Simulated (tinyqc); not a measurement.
Worked calculation: coupled-perturbed Hartree-Fock on RHF in the sto-3g basis, for CH3-, spin multiplicity 1. The basis has no diffuse functions, so it cannot describe the extra electron: this is an exercise in the method, not the real anion. One step of it, computed by the program tinyqc.

Question. Coupled step 2. U_ai = -(mu_ai + sum_bj [4 (ai|bj) - (ab|ij) - (aj|bi)] U_bj) / (e_a - e_i); alpha = -4 sum U_ai mu_ai.

U after step 1:
```
          i1         i2         i3         i4         i5
a6  0.000270   0.000225   0.000000   0.000023  -0.655753
a7  0.000000   0.000000  -0.056224   0.000000   0.000000
a8  0.000000  -0.000004   0.000000  -0.056223  -0.000179
```

dipole integrals <a|z|i> (bohr):
```
           i1        i2        i3         i4        i5
a6  -0.007895  0.005391  0.000000  -0.000025  0.426340
a7   0.000000  0.000000  0.071680   0.000000  0.000000
a8  -0.000003  0.000008  0.000000   0.071680  0.000147
```

orbital energies (hartree): MO1 -10.365477, MO2 -0.414154, MO3 -0.099672, MO4 -0.099670, MO5 0.226919, MO6 1.096564, MO7 1.258847, MO8 1.258863

Two-electron integrals over orbitals (pq|rs), unique and non-zero (hartree):
```
(11|11) 3.500506    (21|11) -0.281066   (21|21) 0.035183    (22|11) 0.683246
(22|21) -0.008150   (22|22) 0.495191    (31|31) 0.006271    (32|31) 0.011462
(32|32) 0.125958    (33|11) 0.590403    (33|21) -0.002972   (33|22) 0.478603
(33|33) 0.530867    (41|11) 0.000011    (41|21) -9.64e-07   (41|22) 1.88e-06
(41|33) -0.003578   (41|41) 0.006271    (42|11) 3.82e-06    (42|21) 9.08e-07
(42|22) 0.000018    (42|33) -0.068066   (42|41) 0.011463    (42|42) 0.125971
(43|31) -0.003579   (43|32) -0.068072   (43|43) 0.053952    (44|11) 0.590419
(44|21) -0.002972   (44|22) 0.478625    (44|33) 0.422992    (44|41) 0.003578
(44|42) 0.068061    (44|44) 0.530863    (51|11) -0.024038   (51|21) 0.002494
(51|22) -0.002355   (51|33) -0.000925   (51|41) -1.44e-07   (51|42) -2.03e-08
(51|44) -0.000925   (51|51) 0.022104    (52|11) 0.009372    (52|21) -0.001116
(52|22) -0.004759   (52|33) -0.002066   (52|41) 2.52e-08    (52|42) 8.17e-08
(52|44) -0.002066   (52|51) 0.022687    (52|52) 0.083358    (53|31) 0.000401
(53|32) -0.001017   (53|43) 0.001424    (53|53) 0.018981    (54|11) -1.60e-06
(54|21) 9.41e-08    (54|22) -2.35e-07   (54|33) 0.001424    (54|41) 0.000401
(54|42) -0.001016   (54|44) -0.001424   (54|51) -9.82e-07   (54|52) -2.42e-06
(54|54) 0.018982    (55|11) 0.851436    (55|21) -0.009368   (55|22) 0.527520
(55|33) 0.478185    (55|41) 3.37e-07    (55|42) 2.49e-06    (55|44) 0.478195
(55|51) 0.003219    (55|52) 0.015748    (55|54) -1.53e-06   (55|55) 0.673982
(61|11) -0.321280   (61|21) 0.040966    (61|22) -0.008778   (61|33) -0.003076
(61|41) -0.000006   (61|42) -0.000007   (61|44) -0.003080   (61|51) 0.001579
(61|52) -0.002522   (61|54) -1.41e-07   (61|55) -0.008733   (61|61) 0.047862
(62|11) 0.266626    (62|21) -0.009273   (62|22) 0.067053    (62|33) 0.035465
(62|41) -2.64e-06   (62|42) -0.000007   (62|44) 0.035478    (62|51) -0.002687
(62|52) -0.002865   (62|54) -1.27e-06   (62|55) 0.134993    (62|61) -0.009847
(62|62) 0.079268    (63|31) 0.003487    (63|32) -0.043866   (63|43) 0.043128
(63|53) 0.001937    (63|63) 0.062219    (64|11) -0.000099   (64|21) 2.26e-06
(64|22) -0.000033   (64|33) 0.043091    (64|41) 0.003489    (64|42) -0.043833
(64|44) -0.043120   (64|51) 5.71e-08    (64|52) -2.01e-06   (64|54) 0.001936
(64|55) -0.000051   (64|61) -4.19e-08   (64|62) -0.000043   (64|64) 0.062175
(65|11) -0.010658   (65|21) -0.000727   (65|22) -0.008646   (65|33) -0.003523
(65|41) -4.04e-07   (65|42) -2.81e-06   (65|44) -0.003526   (65|51) 0.024292
(65|52) 0.073716    (65|54) -0.000010   (65|55) 0.003194    (65|61) -0.002288
(65|62) -0.009684   (65|64) 1.87e-06    (65|65) 0.073140    (66|11) 0.698597
(66|21) -0.011371   (66|22) 0.480374    (66|33) 0.469932    (66|41) -0.000008
(66|42) -0.000072   (66|44) 0.469856    (66|51) -0.005002   (66|52) -0.011440
(66|54) 1.18e-06    (66|55) 0.512533    (66|61) -0.011765   (66|62) 0.052185
(66|64) 0.000008    (66|65) -0.014479   (66|66) 0.488400    (71|31) 0.012409
(71|32) 0.020067    (71|43) -0.005664   (71|53) 0.000825    (71|63) 0.006627
(71|71) 0.024765    (72|31) 0.008721    (72|32) 0.010358    (72|43) 0.019438
(72|53) 0.003248    (72|63) 0.043824    (72|71) 0.016094    (72|72) 0.052645
(73|11) 0.240014    (73|21) -0.004980   (73|22) 0.067220    (73|33) 0.016725
(73|41) 0.002419    (73|42) 0.049007    (73|44) 0.063682    (73|51) 0.000129
(73|52) 0.005829    (73|54) -0.001259   (73|55) 0.119348    (73|61) -0.005181
(73|62) 0.074416    (73|64) -0.030525   (73|65) -0.001241   (73|66) 0.046274
(73|73) 0.110114    (74|31) 0.002418    (74|32) 0.049006    (74|43) -0.023483
(74|53) -0.001259   (74|63) -0.030520   (74|71) 0.004774    (74|72) -0.004694
(74|74) 0.035027    (75|31) 0.001170    (75|32) 0.007802    (75|43) -0.003561
(75|53) 0.018409    (75|63) -0.002086   (75|71) 0.002236    (75|72) 0.002843
(75|74) 0.002900    (75|75) 0.024877    (76|31) 0.012451    (76|32) 0.109625
(76|43) -0.058914   (76|53) -0.001241   (76|63) -0.041376   (76|71) 0.022799
(76|72) 0.007766    (76|74) 0.048650    (76|75) 0.006915    (76|76) 0.109468
(77|11) 0.794411    (77|21) -0.009984   (77|22) 0.511637    (77|33) 0.527928
(77|41) 0.001070    (77|42) -0.023771   (77|44) 0.463506    (77|51) -0.000521
(77|52) 0.003098    (77|54) 0.001705    (77|55) 0.548084    (77|61) -0.010180
(77|62) 0.077735    (77|64) 0.034362    (77|65) -0.002117   (77|66) 0.507383
(77|73) 0.075727    (77|77) 0.589401    (81|11) -0.000116   (81|21) 0.000016
(81|22) -3.52e-07   (81|33) -0.005663   (81|41) 0.012410    (81|42) 0.020067
(81|44) 0.005660    (81|51) 5.72e-07    (81|52) -8.33e-07   (81|54) 0.000826
(81|55) -2.95e-06   (81|61) 0.000009    (81|62) -0.000009   (81|64) 0.006631
(81|65) -1.55e-06   (81|66) -0.000020   (81|73) 0.004772    (81|77) 0.002763
(81|81) 0.024765    (82|11) 0.000108    (82|21) -3.08e-06   (82|22) 0.000029
(82|33) 0.019458    (82|41) 0.008721    (82|42) 0.010349    (82|44) -0.019428
(82|51) -9.13e-07   (82|52) -4.02e-07   (82|54) 0.003248    (82|55) 0.000054
(82|61) -0.000009   (82|62) 0.000015    (82|64) 0.043825    (82|65) -4.14e-06
(82|66) 0.000016    (82|73) -0.004666   (82|77) 0.028452    (82|81) 0.016093
(82|82) 0.052645    (83|31) 0.002420    (83|32) 0.048993    (83|43) -0.023469
(83|53) -0.001258   (83|63) -0.030497   (83|71) 0.004777    (83|72) -0.004676
(83|74) 0.030939    (83|75) 0.002899    (83|76) 0.048637    (83|83) 0.035006
(84|11) 0.240009    (84|21) -0.004980   (84|22) 0.067204    (84|33) 0.063694
(84|41) -0.002418   (84|42) -0.049026   (84|44) 0.016715    (84|51) 0.000129
(84|52) 0.005829    (84|54) 0.001258    (84|55) 0.119343    (84|61) -0.005177
(84|62) 0.074416    (84|64) 0.030481    (84|65) -0.001238   (84|66) 0.046337
(84|73) 0.044129    (84|77) 0.088024    (84|81) -0.004775   (84|82) 0.004737
(84|84) 0.110135    (85|11) -3.26e-06   (85|21) -1.87e-07   (85|22) -1.91e-06
(85|33) -0.003562   (85|41) 0.001170    (85|42) 0.007802    (85|44) 0.003559
(85|51) 0.000009    (85|52) 0.000028    (85|54) 0.018409    (85|55) 1.68e-06
(85|61) -1.57e-06   (85|62) -4.37e-06   (85|64) -0.002083   (85|65) 0.000017
(85|66) -0.000010   (85|73) 0.002899    (85|77) -0.000355   (85|81) 0.002236
(85|82) 0.002842    (85|84) -0.002901   (85|85) 0.024876    (86|11) -0.000024
(86|21) 4.07e-08    (86|22) 4.82e-06    (86|33) -0.058890   (86|41) 0.012452
(86|42) 0.109614    (86|44) 0.058866    (86|51) -1.58e-06   (86|52) -4.87e-06
(86|54) -0.001239   (86|55) -0.000008   (86|61) -0.000009   (86|62) -0.000014
(86|64) -0.041317   (86|65) -0.000007   (86|66) -0.000079   (86|73) 0.048633
(86|77) -0.021563   (86|81) 0.022800    (86|82) 0.007779    (86|84) -0.048674
(86|85) 0.006914    (86|86) 0.109437    (87|31) 0.001074    (87|32) -0.023734
(87|43) 0.032197    (87|53) 0.001706    (87|63) 0.034387    (87|71) 0.002774
(87|72) 0.028422    (87|74) -0.006130   (87|75) -0.000352   (87|76) -0.021536
(87|83) -0.006117   (87|87) 0.034426    (88|11) 0.794408    (88|21) -0.009984
(88|22) 0.511642    (88|33) 0.463454    (88|41) -0.001061   (88|42) 0.023854
(88|44) 0.527973    (88|51) -0.000521   (88|52) 0.003098    (88|54) -0.001707
(88|55) 0.548083    (88|61) -0.010178   (88|62) 0.077751    (88|64) -0.034461
(88|65) -0.002117   (88|66) 0.507353    (88|73) 0.088052    (88|77) 0.520504
(88|81) -0.002754   (88|82) -0.028384   (88|84) 0.075678    (88|85) 0.000359
(88|86) 0.021613    (88|88) 0.589431
```

Give: U after step 2; polarisability.

Answer.

U after step 2:
```
       i1     i2      i3      i4      i5
a6  0.000  0.000   0.000   0.000  -0.711
a7  0.000  0.000  -0.057   0.000   0.000
a8  0.000  0.000   0.000  -0.057   0.000
```

polarisability = 1.246 bohr^3
